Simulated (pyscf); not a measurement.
## Atom transfer: Cl–Cl (SMILES ClCl) + •H₂C–CH₃ (SMILES [CH2]C) → H₃C–CH₂–Cl (SMILES CCCl) + Cl• (SMILES [Cl])

Gas phase, doublet surface, charge 0. Bonds broken: Cl1–Cl2. Bonds formed: Cl1–C4. Single points on ωB97X-D3(BJ)/def2-SVP structures (PySCF, gas phase).

Transition state (Å):

```xyz
9

Cl     1.8324     0.7540     1.0819
Cl     1.6260     1.1157    -1.0783
C     -1.0136    -0.5669     0.3285
C     -0.7442     0.7582     0.9362
H     -0.4887    -0.6692    -0.6342
H     -0.7157    -1.3910     0.9944
H     -2.0964    -0.6828     0.1207
H     -0.8600     0.9022     2.0146
H     -0.7678     1.6586     0.3166
```

One imaginary mode, 1009i cm⁻¹; descent along it reached the two sides named, in the forms told below.

```json
[
 {"bond": "Cl1–Cl2", "change": "breaks", "reactant side (Å)": "2.020", "saddle": "2.200", "product side": "2.7"},
 {"bond": "Cl1–C4", "change": "forms", "reactant side (Å)": "3.7", "saddle": "2.581", "product side": "1.802"}
]
```

Electronic energies relative to the separated reactants (kcal/mol):

```tsv
level	barrier	reaction energy	reverse barrier
ωB97X-D3(BJ)/def2-TZVP	14.2	-30.4	44.6
r²SCAN/def2-TZVP	5.4	-24.9	30.2
B3LYP-D3(BJ)/def2-TZVP	5.8	-27.4	33.3
PBE0-D3(BJ)/def2-TZVP	9.2	-27.7	36.9
M06-2X/def2-TZVP	12.8	-29.5	42.3
ωB97M-D3(BJ)/def2-TZVP	14.0	-29.2	43.2
HF/def2-TZVP	26.6	-36.3	62.9
```

With ωB97M-D3(BJ)/def2-TZVP energies and thermal terms (ideal gas, 1 atm, RRHO with modes under 100 cm⁻¹ raised to 100, one conformer, R ln 2 for rigid chiral ones), in kcal/mol:

| T (K) | ΔH‡ | ΔG‡ | ΔH | ΔG |
|---|---|---|---|---|
| 298 | 14.9 | 24.8 | -25.9 | -22.6 |
| 600 | 15.0 | 34.7 | -26.2 | -19.1 |
| 900 | 15.2 | 44.6 | -26.1 | -15.5 |
| 1200 | 15.4 | 54.3 | -25.8 | -12.0 |

On the product side the descent ends in what is likely a three-electron adduct, which functionals tend to overbind, 7.2 kcal/mol under the separated species and 51.8 kcal/mol under the saddle at ωB97X-D3(BJ)/def2-TZVP. One saddle was located; it need not be the lowest between these sides. The angle at the transferred Cl is 81°: a side-on saddle, likely not the lowest. Left out: orbital degeneracy and the spin-orbit lowering of Cl.
